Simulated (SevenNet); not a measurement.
hcp Y, treated with the machine-learned potential SevenNet-l3i5 (trained on PBE and PBE+U data).

Results at a series of volumes:

| V (Å³/atom) | E − E_lowest (meV/atom) | P (GPa) |
|---|---|---|
| 30.917 | 16.07 | 2.733 |
| 31.410 | 8.83 | 1.980 |
| 31.904 | 3.83 | 1.274 |
| 32.397 | 0.93 | 0.614 |
| 32.891 | 0.00 | -0.002 |
| 33.384 | 0.90 | -0.576 |
| 33.877 | 3.51 | -1.113 |
| 34.371 | 7.72 | -1.616 |
| 34.864 | 13.43 | -2.088 |

**Question.** Estimate the bulk modulus from the pressures at 32.397 and 33.384 Å³/atom, and compare it with a fit to all energies.

**Answer.** B = −V dP/dV. Between V = 32.397 and 33.384 Å³/atom, dP/dV = (-0.576 − (0.614))/(33.384 − 32.397) = -1.21 GPa per Å³/atom; at the midpoint 32.891 Å³/atom this gives B ≈ 39.7 GPa. The third-order Birch–Murnaghan fit gives V0 = 32.890 Å³/atom, B0 = 39.7 GPa, B′ = 3.5, which lies within 1 % of that estimate.

Shape and atoms are relaxed at each volume.

Measured, for comparison: bulk modulus 41.7 GPa (zero-point energy and finite temperature contributions removed, our sources range from 37.3 to 41.7; as tabulated in doi:10.1021/acs.jctc.3c00612). Computed (rounded) less measured: bulk modulus -5 % (inside the range of the sources held).

A machine-learned potential is trained on density-functional data: it inherits that level's misses and adds fitting errors of its own.

Computed values are for the static lattice.
